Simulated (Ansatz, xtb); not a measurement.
## Relaxing a trial structure of CH5NO+

The starting geometry of this gas-phase doublet was built from a drawn formula by distance geometry and a force field; its bonds are those of `[CH2]O[NH3+]`.

```yaml
atoms:
  - { symbol: C, position_ang: [0.0167, 0.2759, 1.8549] }
  - { symbol: N, position_ang: [-0.8330, -1.8377, 1.6888] }
  - { symbol: O, position_ang: [0.3452, -1.0802, 1.6176] }
  - { symbol: H, position_ang: [0.9123, 0.9079, 1.7967] }
  - { symbol: H, position_ang: [-0.9800, 0.5538, 2.0026] }
  - { symbol: H, position_ang: [-0.5607, -2.8407, 1.5280] }
  - { symbol: H, position_ang: [-1.4775, -1.5945, 0.9430] }
  - { symbol: H, position_ang: [-1.2740, -1.7818, 2.6056] }
```

Problem. Where would you expect an optimisation with r2SCAN-D4/def2-SVP to take it?

Solution. It keeps its bonds, and is `[CH2]O[NH3+]`.

The energy falls by 0.16 eV over 11 steps:

```tsv
step	E − E(last) (eV)
1	0.160
2	0.064
3	0.045
4	0.034
5	0.024
7	0.001
8	0.000
9	0.000
10	0.000
11	0.000
```

Final geometry (Å):

```yaml
atoms:
  - { symbol: C, position_ang: [0.0015, 0.2737, 1.9146] }
  - { symbol: N, position_ang: [-0.8324, -1.8813, 1.7076] }
  - { symbol: O, position_ang: [0.2687, -1.0223, 1.5122] }
  - { symbol: H, position_ang: [0.9284, 0.8302, 2.0623] }
  - { symbol: H, position_ang: [-0.9442, 0.7291, 1.5963] }
  - { symbol: H, position_ang: [-0.5135, -2.8203, 1.4169] }
  - { symbol: H, position_ang: [-1.6414, -1.6012, 1.1211] }
  - { symbol: H, position_ang: [-1.1181, -1.9052, 2.7061] }
```

From the same start GFN2-xTB ends elsewhere, in pieces: CH2O + H3N.

No frequencies were run, so the end isn't proven a minimum. Open shells are spin-unrestricted. Run with Ansatz 0.2.0, 57 s on 1 thread of Arm Neoverse V1, on a shared host.
